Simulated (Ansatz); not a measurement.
Results of RPBE (Ansatz, an electronic-structure program, plane waves, PAW) for hematite (α-Fe2O3).

Numerical settings: plane-wave cutoff 520 eV, 8×8×8 k mesh, Fermi–Dirac smearing 0.01 eV, spin-polarised with opposed moments, scalar-relativistic PAW data made under PBE.

Cell (measured lattice):

```yaml
crystal:
  lattice:
    - [2.51700, -1.45319, -4.58400]
    - [-2.51700, -1.45319, -4.58400]
    - [0.00000, 2.90638, -4.58400]
  atoms:
    - { symbol: Fe, position: [0.85641, 0.85641, 0.85641], spin: 5.0 }
    - { symbol: Fe, position: [0.35641, 0.35641, 0.35641], spin: -5.0 }
    - { symbol: Fe, position: [0.14359, 0.14359, 0.14359], spin: 5.0 }
    - { symbol: Fe, position: [0.64359, 0.64359, 0.64359], spin: -5.0 }
    - { symbol: O, position: [0.44047, 0.05953, 0.75000] }
    - { symbol: O, position: [0.05953, 0.75000, 0.44047] }
    - { symbol: O, position: [0.55953, 0.94047, 0.25000] }
    - { symbol: O, position: [0.25000, 0.55953, 0.94047] }
    - { symbol: O, position: [0.94047, 0.25000, 0.55953] }
    - { symbol: O, position: [0.75000, 0.44047, 0.05953] }
```

**Question.** Estimate the band gap, smallest direct gap on the k points sampled, direct gap at Γ and magnetic moment (largest site, within a sphere) that the calculation returns.

**Answer.** 
- band gap = 0.66 eV
- smallest direct gap on the k points sampled = 0.68 eV
- direct gap at Γ = 1.26 eV
- magnetic moment (largest site, within a sphere) = 3.38 μB

Measured, for comparison: band gap 2.6 eV (temperature not stated, no zero-point or thermal correction, photoemission and inverse photoemission; as tabulated in Parkinson (2016), arXiv:1602.06774). Computed (rounded) less measured: band gap -1.94 eV.

Note: cell and atoms aren't relaxed at this level (pressure 5.6 GPa); without U or exact exchange, gaps and moments of open d shells tend to come out too small.

Spins in the cell block are starting values.

Moments are spin moments.

Static lattice: no zero-point or thermal effects.

It cost very roughly 2.7 core-minutes of CPU time.
